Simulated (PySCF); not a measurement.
Species: CS.
Z-matrix (Å and degrees, GFN2-xTB geometry), rows numbered from 1:
```
C 
S   1  1.5212
```

The calculation used PBE0/pcSseg-1 in PySCF (dipole) on a GFN2-xTB geometry, gas phase.

Masses are those of the commonest isotopes; rigid-rotor values at the optimised geometry. 

Problem. What are the moment of inertia and the rotational constant?

Solution. I = 20.192 u·Å², B = 505379 MHz·u·Å²/I = 25029 MHz (0.8349 cm⁻¹, or 1.201 K as hB/k). For two atoms I = μr² with μ = 8.7252 u and r = 1.5212 Å.

Problem. List the first levels of a rigid rotor in a Σ state.

Solution. E(J) = BJ(J+1): J = 1: 1.670, J = 2: 5.009, J = 3: 10.019, J = 4: 16.698, J = 5: 25.046, J = 6: 35.065 cm⁻¹.

Problem. Where do the first rotational lines fall?

Solution. The dipole is 1.80 D; J+1 ← J lies at 2B(J+1): 1 ← 0 at 50.06 GHz, 2 ← 1 at 100.12 GHz, 3 ← 2 at 150.17 GHz, 4 ← 3 at 200.23 GHz, 5 ← 4 at 250.29 GHz, 6 ← 5 at 300.35 GHz.

GFN2-xTB frequencies: not computed here. Zero-point vibration and centrifugal distortion are left out.
